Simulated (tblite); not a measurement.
1,2-dimethylhydrazine, C2H8N2.
Atom-mapped SMILES: `[CH3:1][NH:2][NH:3][CH3:4]` (hydrogens: H5, H6, H7 on C1; H8 on N2; H9 on N3; H10, H11, H12 on C4)

Computed geometry: GFN2-xTB, gas phase.

What internal coordinates does the optimisation give?

```csv
bond,length (Å)
"C1–N2, N3–C4",1.445
N2–N3,1.416
C1–H5 and 3 like bonds,1.088
"C1–H7, C4–H12",1.101
"N2–H8, N3–H9",1.026
```

Bonds in one row agree within 0.01 Å and their mean is given. A selection of angles:
```csv
angle,degrees
N2–C1–H5,108.0
N2–C1–H7,113.6
H5–C1–H6,109.3
H5–C1–H7,108.5
C1–N2–N3,111.0
C1–N2–H8,110.1
N3–N2–H8,111.9
```

Dihedral angles: C1–N2–N3–C4 165° (antiperiplanar). The mirror-image conformer, all signs reversed, is as good.

N2 (hydrazine nitrogen) is pyramidal (angles 111.9°, 111.0° and 110.1°, sum 332.9°, 0.39 Å off the plane of its three neighbours).

Point group: C2 (tolerance 0.08 Å). Its GFN2-xTB frequencies are all real (lowest 99 cm⁻¹). The numbers are those of one conformer. 2 starts were optimised and ended at 0.00 and 1.10 kcal/mol (GFN2-xTB); the lowest of these is shown.
